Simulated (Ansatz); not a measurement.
Swapping elements in the structure of Ba2BiSb2

Level of theory: Ansatz 0.2.0, DFT PBEsol, scalar-relativistic, plane waves, PAW. (420 eV cutoff, 10×10×10 k-mesh, Gaussian smearing of 0.10 eV, no spin polarisation)

Starting point, cell and atoms relaxed:

```
Ba Sb Bi
1.0
    -2.37317    3.75586    4.97725
     2.37317   -3.75586    4.97725
     2.37317    3.75586   -4.97725
Ba Sb Bi
2 2 1
Cartesian
  0.0000 3.7559 2.1814
  2.3732 0.0000 2.7958
  0.0000 1.5254 4.9773
  2.3732 2.2305 0.0000
  0.0000 0.0000 0.0000
```

Each substitution replaces an element on all its sites; cell and atoms are then relaxed within the symmetry of the start. The crystals needn't be the stable forms of their compositions. Mesh and smearing follow each crystal's size and gap, and all runs are without spin polarisation.

Energies of formation count from the elements' standard states in the same functional (gases as molecules, bromine and mercury as crystals, carbon as graphite, phosphorus as black phosphorus), at zero temperature and without zero-point motion.

A cell with an odd number of electrons and no spin polarisation is a metal by construction and may be lower with spin. Spin-orbit coupling is left out, which matters for the bands and energies of heavy elements.

Problem. Rank these by volume per atom, smallest first.
A. Ba2BiSb2 (the start)
B. Ba2Sn2Bi (Sb→Sn)
C. Be2BiSb2 (Ba→Be)
D. Mg2BiAs2 (Ba→Mg, Sb→As)
E. Sr2BiSb2 (Ba→Sr)

Solution. C (21.06 Å³), D (22.40 Å³), E (32.41 Å³), A (35.49 Å³), B (35.73 Å³).

Problem. Rank them by formation energy in this structure, most negative first.
A. Ba2BiSb2 (the start)
B. Sr2BiSb2 (Ba→Sr)
C. Mg2BiAs2 (Ba→Mg, Sb→As)
D. Be2BiSb2 (Ba→Be)
E. Ba2Sn2Bi (Sb→Sn)

Solution. A (-0.886 eV/atom), B (-0.814 eV/atom), E (-0.663 eV/atom), C (-0.156 eV/atom), D (0.401 eV/atom).